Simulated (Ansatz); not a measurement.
# CF₂ (singlet): the correlation ladder, cc-pVTZ

An exercise on one series of results from a longer session: the logs are not shown, and one member is left open.

The runs use Ansatz 0.2.0, Gaussian basis; cc-pVTZ, core rule «outside noble gas», up to 3 orbitals frozen.

To be run: UHF; CCSD(T) on RHF; CCSD(T) on UHF; BCCD(T) on RHF; CCSDT(Q) on RHF; CASSCF and NEVPT2, 18 electrons in 12 orbitals.

### The system

The geometry is a PBE0/def2-TZVP stationary point (not a proven minimum).

3 atoms, charge 0, spin multiplicity 1.

Atoms are counted from 1 here; the program's logs count them from 0.

Bond lengths: C1–F2 1.296 Å, C1–F3 1.296 Å. Angles: F2–C1–F3 104.7°.

Set-up of the first run:

File in.yaml:

```yaml
crystal:
  periodic: [false, false, false]
  atoms:
    - {symbol: C, position_ang: [0.000000, -0.601241, 0.000000]}
    - {symbol: F, position_ang: [0.000000, 0.190051, -1.026410]}
    - {symbol: F, position_ang: [0.000000, 0.190051, 1.026410]}
basis:
  gaussian: {orbitals: cc-pVTZ}
magnetization: {spin_polarized: true, initial_magnetization: 0}
hamiltonian: {xc: hf}
output: {orbitals: {seedname: orbitals}}
```

Launch:

```sh
ansatz run in.yaml --threads 1 --pin off --events-out ev --progress --plain --max-ram 4096MiB --backend cpu
```

Among the steps run: UHF; CCSD(T) on RHF; CCSD(T) on UHF; BCCD(T) on RHF; CCSDT(Q) on RHF; CASSCF and NEVPT2, 18 electrons in 12 orbitals.

One of the session's tables, all rows but one given; the rest of the session is left out.

It belongs to the step «Misses and costs». 

| method | from RCCSDT(Q) (kJ/mol) |
| --- | --- |
| RHF | +1747.1 |
| UHF | ? |
| RMP2 | +83.4 |
| UMP2 | +96.5 |
| RCCSD | +63.4 |
| UCCSD | +64.1 |
| RCCSD(T) | +3.8 |
| UCCSD(T) | +4.5 |
| BCCD(T) | +2.7 |
| RCCSDT | +2.8 |
| RCCSDT(Q) | 0 |
| CASSCF valence | +1470.1 |
| NEVPT2 valence | +198.9 |

**Question.** Estimate the row for UHF.

As computed: from RCCSDT(Q) (kJ/mol): +1745.8. In the column «from RCCSDT(Q) (kJ/mol)» it lies between CASSCF valence (+1470.1) and RHF (+1747.1).

With the free atoms at the same levels and basis (separate runs), the atomisation energy is 10.831 eV at RCCSDT(Q), 10.818 eV at RCCSD(T), 10.812 eV at UCCSD(T), 6.870 eV at RHF.

Caveats from the session: Warnings: restricted reference is unstable; spin contamination. Restricted and unrestricted rows rest on different reference determinants; where their highest levels disagree by more than a few hundredths of an eV, they describe different states and don't form one ladder.
